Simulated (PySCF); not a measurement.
# Solver options tried on HNS

The same problem is solved with other solver options, one edit a run.

Method: method and basis as typed in the scripts; program: PySCF 2.14.0.

## Step 1: The system as given

HNS: 3 atoms, charge 0, spin multiplicity 1.

Bond lengths: N1–S2 1.555 Å, N1–H3 1.028 Å. Angles: S2–N1–H3 109.6°.

Geometry (Å):

```xyz
3
charge 0, multiplicity 1
N     0.84860    0.00000   -0.61960
S    -0.42490    0.00000    0.27210
H     1.68720    0.00000   -0.02450
```

## Step 2: The base run

input.py reads:

```python
from pyscf import gto, scf, mcscf

mol = gto.M(
    atom='N 0.8486 0 -0.6196; S -0.4249 0 0.2721; H 1.6872 0 -0.0245',
    basis='6-31g',
    charge=0,
    spin=0,
    verbose=3,
)
mf = scf.RHF(mol)
mf.kernel()
mc = mcscf.CASCI(mf, 4, 6)
mc.kernel()
mc.analyze()
mf.dip_moment()
print('orbital energies (hartree):', mf.mo_energy[..., max(0, mol.nelec[1]-3):mol.nelec[0]+3].round(4))
```

Started as:

```
> OMP_NUM_THREADS=1 python input.py
```

Its log is not repeated here.

It gives: E(SCF) = -452.378933 Eh, E(CAS) − E(SCF) = -0.03813 Eh, μ = 2.09 D (of the SCF density).

## Step 3: Smearing width 0.01 hartree

Edit 1 changes smearing width: none → 0.01 hartree; step after the SCF: casci → none.

input.py reads:

```python
from pyscf import gto, scf

mol = gto.M(
    atom='N 0.8486 0 -0.6196; S -0.4249 0 0.2721; H 1.6872 0 -0.0245',
    basis='6-31g',
    charge=0,
    spin=0,
    verbose=3,
)
mf = scf.RHF(mol)
mf = scf.addons.smearing_(mf, sigma=0.01, method='fermi')
mf.kernel()
mf.dip_moment()
print('orbital energies (hartree):', mf.mo_energy[..., max(0, mol.nelec[1]-3):mol.nelec[0]+3].round(4))
```

Started as:

```
> OMP_NUM_THREADS=1 python input.py
```

## Step 4: Convergence threshold 1e-11 hartree

Edit 2 changes convergence threshold: default → 1e-11 hartree.

input.py: that of step 2 with these lines changed.

```diff
@@ -10,2 +10,3 @@
 mf = scf.RHF(mol)
+mf.conv_tol = 1e-11
 mf.kernel()
```

**Question.** What will these runs give? Wanted: for each run, E(SCF); from base; gap; SCF dipole; after the SCF.

The runs gave:

| run | E(SCF) (hartree) | from base (eV) | gap (eV) | SCF dipole (D) | after the SCF |
| --- | --- | --- | --- | --- | --- |
| base | -452.378933 | 0 | 10.07 | 2.09 | CASCI correlation -1.038 eV |
| smearing width 0.01 hartree | -452.378933 | 0.0000 | n/a | 2.09 | n/a |
| convergence threshold 1e-11 hartree | -452.378933 | 0.0000 | 10.07 | 2.09 | CASCI correlation -1.038 eV |

What this shows: No change of the SCF energy comes from smearing width 0.01 hartree or convergence threshold 1e-11 hartree.
